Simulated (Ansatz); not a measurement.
## How far each method lies from RCCSDTQ for NClO, singlet

Geometry: MP2(full)/6-31G*, from the G2/97 set.

```xyz
3

Cl   -0.5258   -0.9400    0.0000
N     0.0119    1.0183    0.0000
O     1.1546    1.1916    0.0000
```

Basis 6-31G; Ansatz 0.2.0. Only valence electrons are correlated (noble-gas cores frozen), which leaves 18 electrons in 24 orbitals. R marks a restricted (for open shells ROHF) determinant, U an unrestricted one. Active spaces: valence = (18e, 12o) chosen from the atoms' valence shells.

Full CI isn't at hand for all of this; RCCSDTQ serves as the reference, and is uncertain by about the last step of the cluster series. The frozen core follows each run's orbitals, which can shift R against U totals by a few meV.

Unrestricted rows (U) aren't spin-pure: their determinants' ⟨S²⟩ exceeds S(S+1) by up to 0.70, so they mix in states of higher spin.

* UHF ⟨S²⟩: 0.703
* T1 diagnostic (RCCSD): 0.0239
* largest doubles amplitude (RCCSD): 0.171

**Question.** From what is known of these methods and the diagnostics, rank them by the size of their error in total energy against RCCSDTQ in 6-31G, smallest first (an estimate: the text doesn't fix the numbers).
A. UCCSDT
B. RCCSDT(Q)
C. UHF
D. RCCSD(T)
E. UMP2

**Answer.** B (1.3 kJ/mol), A (5.3 kJ/mol), D (9.2 kJ/mol), E (167.5 kJ/mol), C (847.0 kJ/mol).

All errors are against RCCSDTQ in 6-31G. Below it: RCCSDT(Q). Within each family the higher level lies nearer, as is usual though not guaranteed.

Natural occupations of CASSCF (valence space) about the gap: 1.985 1.971 1.966 1.920 1.885 0.151 0.104 0.031; effectively unpaired electrons, Σ n²(2−n)², 0.20.

Atomization energy (electronic, same basis, no zero-point term; atoms at the same level, unrestricted beside the R rows where the molecule is a closed shell, with restricted open-shell steps beyond CCSDT(Q)) at RCCSDTQ: 486.6 kJ/mol. Errors of other levels:

```tsv
level	error (kJ/mol)
RHF	-560.7
UHF	-523.3
RMP2	18.8
UMP2	-111.1
CISD	-125.0
RCCSD	-47.4
UCCSD*	-47.8
RCCSD(T)	-8.7
UCCSD(T)*	-14.3
BCCD(T)	-6.9
RCCSDT	-5.9
UCCSDT	-5.3
RCCSDT(Q)	1.3
UCCSDT(Q)	3.2
UCCSDTQ	0.0
CASSCF (valence space)	-48.1
NEVPT2 (valence space)	21.9
MRCISD (valence space)	-17.2
MRCISD+Q (valence space)	-4.2
```

This basis is far from its limit, so the value isn't to be set against a measured one. Truncated CI isn't size-consistent, which counts against it in atomization.

An asterisk marks runs whose energy the program itself flagged as in doubt.
